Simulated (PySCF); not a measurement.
Here is a computed PBE0-D3(BJ)/def2-SVP geometry (Å):
```
C 
C   1  1.5213
C   2  1.5080  1  112.88
C   3  1.4963  2  121.61  1   153.48
C   4  1.5039  3   60.18  2  -108.55
S   5  1.7875  3  121.29  4   105.60
H   1  1.1004  2  111.67  3   179.44
H   1  1.1015  2  111.17  3    59.27
H   1  1.1016  2  111.06  3   -60.23
H   2  1.1038  1  109.96  3   122.03
H   2  1.1039  1  109.96  3  -121.95
H   3  1.0961  2  114.88  1   -59.81
H   4  1.0930  3  118.14  5  -107.44
H   4  1.0938  3  118.47  5   106.74
H   5  1.0955  3  116.50  4  -106.11
H   6  1.3517  5   97.15  3    72.55
```
Z-matrix in Å and degrees, rows numbered from 1.

Neutral, closed shell.

(1) Which heavy atoms are bonded, and with what formal order?

(2) Which species is it?

(3) What is the point group of this geometry?

(4) Which rings does it hold (smallest set)?

(5) Classify the heavy atoms.

(6) What is the arrangement about C2?

(7) What is the arrangement about C1?

Answers

(1) C1–C2 (single); C2–C3 (single); C3–C4 (single); C4–C5 (single); C5–S6 (single); C3–C5 (single). Hydrogens: H7, H8, H9 on C1; H10, H11 on C2; H12 on C3; H13, H14 on C4; H15 on C5; H16 on S6.

(2) `CC[C@@H]1C[C@H]1S`, C5H10S. Among its features: thiol and cyclopropane ring.

(3) C1 (no symmetry element, even within 0.4 Å).

(4) C3–C4–C5 (3 members).

(5) C1: methyl carbon; C2: chain CH2 carbon; C3: three-membered-ring carbon; C4: three-membered-ring carbon; C5: sp3 carbon bound to sulfur; S6: thiol sulfur.

(6) It has 4 neighbours (C1, C3, H10, H11) and is distorted tetrahedral (angles from 105.7° to 112.9°).

(7) It has 4 neighbours (C2, H7, H8, H9) and is tetrahedral (angles from 107.4° to 111.7°).
